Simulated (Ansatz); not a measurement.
Born–Oppenheimer molecular dynamics of BH₃S (5 atoms, charge 0, multiplicity 1). It starts from a rough guess of a transition structure, not a stationary point.

Theory: Ansatz, UKS r2SCAN/def2-SVP.

| Property | Result |
| --- | --- |
| ensemble | NVE (velocity Verlet) |
| time step | 0.5 fs |
| steps asked | 150 |
| starting velocities drawn for | 1000 K |
| seed | 947288 |

First frame:

```xyz
5
Properties=species:S:1:pos:R:3
B -0.202 0.245 0.231
H -0.155 -0.169 -1.228
S 0.594 -0.872 1.210
H 0.474 -0.486 -0.545
H -0.710 1.282 0.332
```

**Question.** How far do the bonds stretch over the last three quarters of this one trajectory? (Pairs bonded in most of those frames.)

**Answer.** 
```json
{"bond": "B1–S3", "mean (Å)": "1.624", "spread (Å)": "0.075", "shortest": "1.51", "longest": "1.74"}
{"bond": "B1–H5", "mean (Å)": "1.203", "spread (Å)": "0.063", "shortest": "1.09", "longest": "1.30"}
{"bond": "H2–H4", "mean (Å)": "0.760", "spread (Å)": "0.018", "shortest": "0.73", "longest": "0.78"}
```

Mean temperature of the second half: 3888 K. The conserved energy stayed within 0.43 meV per atom of its start (net change 0.19 meV per atom), so the integration is sound. The system heated up, since it started high on the potential surface and ran downhill. A run of 0.075 ps of so small a system gives no equilibrium averages. The orbitals stay closed-shell, which can raise the energy where a bond breaks towards radicals; this wasn't checked here.

Run time: 3 min on 1 thread of Intel(R) Xeon(R) Platinum 8488C (Sapphire Rapids), on a shared host, peak memory 0.14 GiB.
